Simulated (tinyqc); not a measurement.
Worked calculation: UHF in the sto-3g basis, for HF, spin multiplicity 1. This run ends on a higher stationary point, not on the lowest solution. One step of it, computed by the program tinyqc.

Task: Iteration 2: building the Fock matrix. J_ij = sum D_kl (ij|kl) with D = D(alpha) + D(beta), K_ij = sum D_kl (ik|jl) for each spin; F = H + J - K(s); E = tr D H + tr D J / 2 - 0.5 sum_s tr D(s) K(s) + E_nn.

D(alpha) after iteration 1, lower triangle:
```
            1F 1s      1F 2s    1F 2px    1F 2py    1F 2pz     2H 1s
1F 1s    1.055878
1F 2s   -0.234542   0.985559
1F 2px   0.000000   0.000000  1.000000
1F 2py   0.000000   0.000000  0.000000  1.000000
1F 2pz   0.018695  -0.078986  0.000000  0.000000  0.916449
2H 1s   -0.045796   0.169848  0.000000  0.000000  0.190043  0.074871
```

D(beta) after iteration 1, lower triangle:
```
            1F 1s      1F 2s    1F 2px    1F 2py    1F 2pz     2H 1s
1F 1s    1.060413
1F 2s   -0.254708   1.073746
1F 2px   0.000000   0.000000  1.000000
1F 2py   0.000000   0.000000  0.000000  1.000000
1F 2pz  -0.003941   0.003979  0.000000  0.000000  0.818576
2H 1s    0.023795  -0.100723  0.000000  0.000000  0.306121  0.124210
```

core Hamiltonian H = T + V (hartree), lower triangle:
```
             1F 1s       1F 2s     1F 2px     1F 2py     1F 2pz      2H 1s
1F 1s   -40.338497
1F 2s    -9.464275  -10.816693
1F 2px    0.000000    0.000000  -8.507157
1F 2py    0.000000    0.000000   0.000000  -8.507157
1F 2pz   -0.004444   -0.055597   0.000000   0.000000  -8.528527
2H 1s    -0.339269   -0.896927   0.000000   0.000000  -0.694704  -3.283083
```

Two-electron integrals (ij|kl) in chemists' order, unique and non-zero (hartree):
```
(11|11) 5.403501   (21|11) 0.841920   (21|21) 0.156299   (22|11) 1.268028
(22|21) 0.292344   (22|22) 0.926167   (31|31) 0.027998   (32|31) 0.043169
(32|32) 0.204588   (33|11) 1.264502   (33|21) 0.292403   (33|22) 0.925959
(33|33) 0.997514   (41|41) 0.027998   (42|41) 0.043169   (42|42) 0.204588
(43|43) 0.053770   (44|11) 1.264502   (44|21) 0.292403   (44|22) 0.925959
(44|33) 0.889973   (44|44) 0.997514   (51|51) 0.027998   (52|51) 0.043169
(52|52) 0.204588   (53|53) 0.053770   (54|54) 0.053770   (55|11) 1.264502
(55|21) 0.292403   (55|22) 0.925959   (55|33) 0.889973   (55|44) 0.889973
(55|55) 0.997514   (61|11) 0.030297   (61|21) 0.005580   (61|22) 0.010382
(61|33) 0.010370   (61|44) 0.010370   (61|51) 0.000209   (61|52) 0.000395
(61|55) 0.010406   (61|61) 0.000201   (62|11) 0.091043   (62|21) 0.021334
(62|22) 0.077404   (62|33) 0.076328   (62|44) 0.076328   (62|51) 0.001404
(62|52) 0.011951   (62|55) 0.079479   (62|61) 0.000772   (62|62) 0.008670
(63|31) 0.002057   (63|32) 0.012930   (63|53) 0.002435   (63|63) 0.001213
(64|41) 0.002057   (64|42) 0.012930   (64|54) 0.002435   (64|64) 0.001213
(65|11) 0.069468   (65|21) 0.016469   (65|22) 0.064147   (65|33) 0.061727
(65|44) 0.061727   (65|51) 0.002905   (65|52) 0.021438   (65|55) 0.068916
(65|61) 0.000614   (65|62) 0.008861   (65|65) 0.010190   (66|11) 0.312924
(66|21) 0.074460   (66|22) 0.312045   (66|33) 0.305562   (66|44) 0.305562
(66|51) 0.004368   (66|52) 0.053784   (66|55) 0.324930   (66|61) 0.002691
(66|62) 0.049244   (66|65) 0.059706   (66|66) 0.774606
```

nuclear repulsion = 2.82144248 hartree

Give: Coulomb J; exchange K(alpha); exchange K(beta); F(alpha); F(beta); total energy of this density.

Result:

Coulomb J (hartree), lower triangle:
```
          1F 1s   1F 2s  1F 2px  1F 2py  1F 2pz   2H 1s
1F 1s   20.6173
1F 2s    3.9416  9.7511
1F 2px   0.0000  0.0000  9.7480
1F 2py   0.0000  0.0000  0.0000  9.7480
1F 2pz  -0.0017  0.0042  0.0000  0.0000  9.7310
2H 1s    0.1408  0.7924  0.0000  0.0000  0.6495  3.2302
```

exchange K(alpha) (hartree), lower triangle:
```
          1F 1s    1F 2s  1F 2px  1F 2py  1F 2pz   2H 1s
1F 1s    5.5454
1F 2s    0.9703   1.5669
1F 2px   0.0000   0.0000  1.3167
1F 2py   0.0000   0.0000  0.0000  1.3167
1F 2pz  -0.0001  -0.0511  0.0000  0.0000  1.2666
2H 1s    0.0366   0.1812  0.0000  0.0000  0.1505  0.1160
```

exchange K(beta) (hartree), lower triangle:
```
         1F 1s   1F 2s  1F 2px  1F 2py  1F 2pz   2H 1s
1F 1s   5.5483
1F 2s   0.9653  1.5817
1F 2px  0.0000  0.0000  1.3218
1F 2py  0.0000  0.0000  0.0000  1.3218
1F 2pz  0.0004  0.0279  0.0000  0.0000  1.1907
2H 1s   0.0384  0.1194  0.0000  0.0000  0.1780  0.1429
```

F(alpha) (hartree), lower triangle:
```
           1F 1s    1F 2s   1F 2px   1F 2py   1F 2pz    2H 1s
1F 1s   -25.2667
1F 2s    -6.4929  -2.6324
1F 2px    0.0000   0.0000  -0.0758
1F 2py    0.0000   0.0000   0.0000  -0.0758
1F 2pz   -0.0061  -0.0003   0.0000   0.0000  -0.0642
2H 1s    -0.2351  -0.2857   0.0000   0.0000  -0.1956  -0.1688
```

F(beta) (hartree), lower triangle:
```
           1F 1s    1F 2s   1F 2px   1F 2py   1F 2pz    2H 1s
1F 1s   -25.2695
1F 2s    -6.4880  -2.6473
1F 2px    0.0000   0.0000  -0.0809
1F 2py    0.0000   0.0000   0.0000  -0.0809
1F 2pz   -0.0065  -0.0793   0.0000   0.0000   0.0117
2H 1s    -0.2370  -0.2239   0.0000   0.0000  -0.2232  -0.1958
```

total energy of this density = -98.111385 hartree
